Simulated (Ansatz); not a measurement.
# C2H8Si (built from SMILES CC[SiH3]): a reaction path by the nudged elastic band

What path joins these two structures, and how high does it climb? Both ends were relaxed at PBE0-D4 in triple zeta.

Method: PBE0-D4/def2-SVP; program: Ansatz 0.2.0, Gaussian basis.

## Step 1: Where the work starts

The first end: 11 atoms, charge 0, spin multiplicity 1.

Atoms are counted from 1 here; the program's logs count them from 0.

Bond lengths: Si1–C2 1.876 Å, Si1–H5 1.489 Å, Si1–H6 1.489 Å, Si1–H7 1.489 Å, C2–C3 1.526 Å, C2–H8 1.095 Å, C2–H9 1.095 Å, C3–H4 1.093 Å, C3–H10 1.093 Å, C3–H11 1.093 Å. Angles: C2–Si1–H5 111.1°, C2–Si1–H6 110.4°, C2–Si1–H7 110.4°, H5–Si1–H6 108.5°, H5–Si1–H7 108.5°, H6–Si1–H7 108.0°, Si1–C2–C3 113.4°, Si1–C2–H8 108.1°, Si1–C2–H9 108.1°, C3–C2–H8 110.5°, C3–C2–H9 110.4°, H8–C2–H9 106.0°, C2–C3–H4 111.4°, C2–C3–H10 111.6°, C2–C3–H11 111.4°, H4–C3–H10 107.5°, H4–C3–H11 107.3°, H10–C3–H11 107.5°.

Geometry (Å):

```xyz
11
C2H8Si
Si    0.65962    1.26768    0.33388
C     0.06373   -0.50363    0.50100
C    -0.74126   -0.98885   -0.70112
H    -1.63354   -0.37691   -0.85728
H     1.44506    1.68321    1.52816
H    -0.49798    2.19308    0.18560
H     1.52191    1.41281   -0.87189
H    -0.53324   -0.57701    1.41645
H     0.93856   -1.14353    0.65923
H    -1.07115   -2.02303   -0.57349
H    -0.15160   -0.94372   -1.62053
```

The second end:

```mol
C2H8Si
  3D, bonds by distance, orders not assigned

 11  9  0  0  0  0  0  0  0  0999 V2000
    0.4251    1.9413    0.0161 Si  0  0
   -0.0057   -1.7165    0.5409 C   0  0
   -0.7051   -1.5311   -0.5673 C   0  0
   -0.4291    1.6380   -1.1590 H   0  0
    0.7414    3.3944    0.0250 H   0  0
   -0.2960    1.5953    1.2659 H   0  0
    1.6905    1.1709   -0.0687 H   0  0
   -0.4611   -1.6347    1.5219 H   0  0
    1.0518   -1.9561    0.5134 H   0  0
   -1.7623   -1.2900   -0.5400 H   0  0
   -0.2495   -1.6115   -1.5484 H   0  0
  1  4  8  0
  1  5  8  0
  1  6  8  0
  1  7  8  0
  2  3  8  0
  2  8  8  0
  2  9  8  0
  3 10  8  0
  3 11  8  0
M  END
```

## Step 2: The band at PBE0-D4/def2-SVP

Input file neb/in.yaml:

```yaml
crystal:
  periodic: [false, false, false]
  atoms:
    - {symbol: Si, position_ang: [0.659618, 1.267684, 0.333883]}
    - {symbol: C, position_ang: [0.063732, -0.503628, 0.500998]}
    - {symbol: C, position_ang: [-0.741256, -0.988848, -0.701117]}
    - {symbol: H, position_ang: [-1.633536, -0.376909, -0.857285]}
    - {symbol: H, position_ang: [1.445057, 1.683212, 1.528158]}
    - {symbol: H, position_ang: [-0.497984, 2.193076, 0.185596]}
    - {symbol: H, position_ang: [1.521914, 1.412812, -0.871894]}
    - {symbol: H, position_ang: [-0.533245, -0.577013, 1.416449]}
    - {symbol: H, position_ang: [0.938557, -1.143534, 0.659228]}
    - {symbol: H, position_ang: [-1.071152, -2.023031, -0.573489]}
    - {symbol: H, position_ang: [-0.151604, -0.943721, -1.620528]}
basis:
  gaussian: {orbitals: def2-SVP}
hamiltonian: {xc: pbe0, dispersion: d4}
neb:
  images: 5
  climbing: true
  max_iterations: 40
  initial_path: idpp
  final_atoms:
    - {symbol: Si, position_ang: [0.425116, 1.941315, 0.016114]}
    - {symbol: C, position_ang: [-0.005698, -1.716529, 0.540918]}
    - {symbol: C, position_ang: [-0.705058, -1.531094, -0.567268]}
    - {symbol: H, position_ang: [-0.429110, 1.638036, -1.159035]}
    - {symbol: H, position_ang: [0.741430, 3.394443, 0.024954]}
    - {symbol: H, position_ang: [-0.296047, 1.595256, 1.265929]}
    - {symbol: H, position_ang: [1.690498, 1.170932, -0.068663]}
    - {symbol: H, position_ang: [-0.461051, -1.634692, 1.521946]}
    - {symbol: H, position_ang: [1.051807, -1.956089, 0.513423]}
    - {symbol: H, position_ang: [-1.762250, -1.290032, -0.539953]}
    - {symbol: H, position_ang: [-0.249536, -1.611450, -1.548362]}
```

Command:

```
$ ansatz run in.yaml --threads 2 --pin off --events-out ev --progress --plain --max-ram 4352MiB
```

Q: Predict the outcome of this session. Wanted: barrier over the separately found saddle, CCSD(T)/def2-TZVPP.

As calculated:

| quantity | value |
| --- | --- |
| PBE0-D4/def2-SVP, 14 iterations | highest 344.7 kJ/mol (image 4), last end +153.0 kJ/mol |
| barrier over the separately found saddle, CCSD(T)/def2-TZVPP | 349.4 kJ/mol |

**Reading.** The highest image lies 344.7 kJ/mol above the first end, and it climbed, so it estimates the saddle. The ends are not quite minima at this level (largest force component 0.35 eV/Å), so the heights are unreliable: relaxing the first end would lower it and raise the barrier above it. The highest image is 4.7 kJ/mol below the CCSD(T) barrier in triple zeta, which comes from separate runs on the saddle.
